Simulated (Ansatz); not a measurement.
## H2O2, singlet: CASSCF and its corrections

Program: Ansatz, Gaussian basis, development build; NEVPT3, NEVPT4(SD), MRCISD by development code. Basis cc-pVTZ, nonrelativistic, 2 orbitals frozen in the corrections. State-specific CASSCF; RHF is the lowest restricted (open-shell) Hartree–Fock solution met. No symmetry is imposed, so a solution can break that of the shape. No proof that the lowest CASSCF solution was found.

Geometry:

```tsv
atom	x (Å)	y (Å)	z (Å)
O	-0.0528	0.1189	-0.7244
O	-0.0528	-0.1189	0.7244
H	0.4220	-0.6857	-1.0052
H	0.4220	0.6857	1.0052
```

Task: What do CASSCF and its corrections give against RHF in CAS(2,2), and what are the occupations?

Result: CASSCF -1.246 eV, SC-NEVPT2 -13.525 eV, FIC-NEVPT2 -13.528 eV, NEVPT3 -13.753 eV, NEVPT4(SD) -14.108 eV, MRCISD -12.953 eV; occupations 1.92, 0.08. The MRCI reference weight is 0.916.

Task: How do single-reference totals in the same basis and frozen core stand against SC-NEVPT2 in CAS(2,2)?

Result: CCSD(T) -0.765 eV. Coupled cluster stands on the determinant that it favours, which can lie over the RHF solution above, and is in doubt where the occupations are far from 0, 1 and 2.
